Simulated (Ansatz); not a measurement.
Geometry optimisation, RKS PBE/6-31G* in Ansatz.

input.yaml

```yaml
crystal:
  periodic: [false, false, false]
  atoms:
    - { symbol: B, position_ang: [0.114622, 0.361088, -0.361201] }
    - { symbol: O, position_ang: [-0.070985, 0.003901, 2.213863] }
    - { symbol: H, position_ang: [-1.036911, -0.132521, 2.143133] }
    - { symbol: O, position_ang: [1.357705, -0.037611, -0.751532] }
    - { symbol: H, position_ang: [1.342195, -0.946759, -1.1087] }
    - { symbol: H, position_ang: [-0.87108, -0.317508, -0.552444] }
    - { symbol: H, position_ang: [0.049169, 1.481938, 0.062609] }
    - { symbol: H, position_ang: [0.038484, 0.916372, 1.839972] }
basis:
  gaussian: { orbitals: "6-31G*" }
hamiltonian:
  xc: pbe
relax:
  f_tol: 0.03
  max_steps: 50
```

Run as:

```bash
$ ansatz run input.yaml --threads 1 --pin off --max-ram 2048MiB --backend cpu --events-out ev --progress --plain --runs-dir out
```

Q: Where does it end, and by what steps?

A: It converged. After 28 steps the energy has fallen by 0.145 eV; H8 moved furthest, 1.08 Å.

```json
{"step": "0", "energy less start (eV)": "0.0000", "largest force component (eV/Å)": "0.479", "accepted": "yes"}
{"step": "1", "energy less start (eV)": "0.0005", "largest force component (eV/Å)": "1.784", "accepted": "no"}
{"step": "2", "energy less start (eV)": "-0.0237", "largest force component (eV/Å)": "0.909", "accepted": "yes"}
{"step": "3", "energy less start (eV)": "-0.0377", "largest force component (eV/Å)": "1.193", "accepted": "yes"}
{"step": "4", "energy less start (eV)": "-0.0641", "largest force component (eV/Å)": "0.746", "accepted": "yes"}
{"step": "5", "energy less start (eV)": "-0.0869", "largest force component (eV/Å)": "0.617", "accepted": "yes"}
{"step": "6", "energy less start (eV)": "-0.0990", "largest force component (eV/Å)": "0.224", "accepted": "yes"}
{"step": "7", "energy less start (eV)": "-0.1023", "largest force component (eV/Å)": "0.353", "accepted": "yes"}
{"step": "8", "energy less start (eV)": "-0.1059", "largest force component (eV/Å)": "0.216", "accepted": "yes"}
{"step": "9", "energy less start (eV)": "-0.1027", "largest force component (eV/Å)": "0.183", "accepted": "no"}
{"step": "10", "energy less start (eV)": "-0.1115", "largest force component (eV/Å)": "0.107", "accepted": "yes"}
{"step": "11", "energy less start (eV)": "-0.1146", "largest force component (eV/Å)": "0.117", "accepted": "yes"}
{"step": "12", "energy less start (eV)": "-0.1116", "largest force component (eV/Å)": "0.543", "accepted": "no"}
{"step": "13", "energy less start (eV)": "-0.1154", "largest force component (eV/Å)": "0.108", "accepted": "yes"}
{"step": "14", "energy less start (eV)": "-0.1197", "largest force component (eV/Å)": "0.088", "accepted": "yes"}
{"step": "15", "energy less start (eV)": "-0.1186", "largest force component (eV/Å)": "0.520", "accepted": "no"}
{"step": "16", "energy less start (eV)": "-0.1201", "largest force component (eV/Å)": "0.074", "accepted": "yes"}
{"step": "17", "energy less start (eV)": "-0.1237", "largest force component (eV/Å)": "0.132", "accepted": "yes"}
{"step": "18", "energy less start (eV)": "-0.1250", "largest force component (eV/Å)": "0.365", "accepted": "yes"}
{"step": "19", "energy less start (eV)": "-0.1290", "largest force component (eV/Å)": "0.275", "accepted": "yes"}
{"step": "20", "energy less start (eV)": "-0.1320", "largest force component (eV/Å)": "0.062", "accepted": "yes"}
{"step": "21", "energy less start (eV)": "-0.1365", "largest force component (eV/Å)": "0.174", "accepted": "yes"}
{"step": "22", "energy less start (eV)": "-0.1242", "largest force component (eV/Å)": "0.842", "accepted": "no"}
{"step": "23", "energy less start (eV)": "-0.1386", "largest force component (eV/Å)": "0.128", "accepted": "yes"}
{"step": "24", "energy less start (eV)": "-0.1421", "largest force component (eV/Å)": "0.211", "accepted": "yes"}
{"step": "25", "energy less start (eV)": "-0.1438", "largest force component (eV/Å)": "0.154", "accepted": "yes"}
{"step": "26", "energy less start (eV)": "-0.1445", "largest force component (eV/Å)": "0.098", "accepted": "yes"}
{"step": "27", "energy less start (eV)": "-0.1450", "largest force component (eV/Å)": "0.038", "accepted": "yes"}
{"step": "28", "energy less start (eV)": "-0.1451", "largest force component (eV/Å)": "0.010", "accepted": "yes"}
```

```xyz
8
Properties=species:S:1:pos:R:3
B -0.111 0.314 -0.252
O -0.341 -0.102 1.703
H -0.721 0.740 2.030
O 1.284 0.175 -0.329
H 1.510 -0.728 -0.621
H -0.835 -0.544 -0.705
H -0.491 1.465 -0.171
H 0.628 0.009 1.832
```

Run time: 36 s on 1 thread of Arm Neoverse V1 (shared host), peak memory 0.1 GiB.
